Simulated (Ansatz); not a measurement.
Process, species as SMILES: P (PH3) → 3 H atom + P atom
B3LYP-D3(BJ)/def2-TZVP geometries, fixed; electronic energies without zero-point terms.

Basis-set convergence of the atomisation energy at B3LYP with Ansatz (a first-principles code). Cartesian d functions, on some or all atoms, in 6-31G*, 6-31+G*, 6-31G**, 6-311G**, 6-311+G**; all else is spherical. The program fits the integrals of some runs and decomposes those of others, by size. Open shells are unrestricted. No added dispersion term, no relativity. Functions are those of the species that has most. Reference: the value in pcseg-4, 245.04 kcal/mol, itself unsure by roughly 0.04 kcal/mol (its mean distance from aug-pcseg-3, aug-cc-pV(Q+d)Z, cc-pV(5+d)Z). Deviations are taken from unrounded values.

```json
[
 {"basis": "STO-3G", "functions": "12", "atomisation energy (kcal/mol)": "319.85", "minus reference (kcal/mol)": "74.81"},
 {"basis": "3-21G", "functions": "19", "atomisation energy (kcal/mol)": "221.54", "minus reference (kcal/mol)": "-23.51"},
 {"basis": "6-31G", "functions": "19", "atomisation energy (kcal/mol)": "217.42", "minus reference (kcal/mol)": "-27.62"},
 {"basis": "6-31G*", "functions": "25", "atomisation energy (kcal/mol)": "239.29", "minus reference (kcal/mol)": "-5.75"},
 {"basis": "6-31+G*", "functions": "29", "atomisation energy (kcal/mol)": "239.64", "minus reference (kcal/mol)": "-5.41"},
 {"basis": "6-31G**", "functions": "34", "atomisation energy (kcal/mol)": "242.30", "minus reference (kcal/mol)": "-2.74"},
 {"basis": "6-311G**", "functions": "45", "atomisation energy (kcal/mol)": "241.83", "minus reference (kcal/mol)": "-3.22"},
 {"basis": "6-311+G**", "functions": "49", "atomisation energy (kcal/mol)": "241.41", "minus reference (kcal/mol)": "-3.63"},
 {"basis": "6-311++G(2d,2p)", "functions": "65", "atomisation energy (kcal/mol)": "243.59", "minus reference (kcal/mol)": "-1.46"},
 {"basis": "6-311++G(3df,3pd)", "functions": "101", "atomisation energy (kcal/mol)": "245.50", "minus reference (kcal/mol)": "0.46"}
]
```

Of the sets listed that have larger relatives (same family, alike in diffuse functions), none stays within 1 kcal/mol of the reference together with them. Inside, with no larger relative to test it: 6-311++G(3df,3pd).
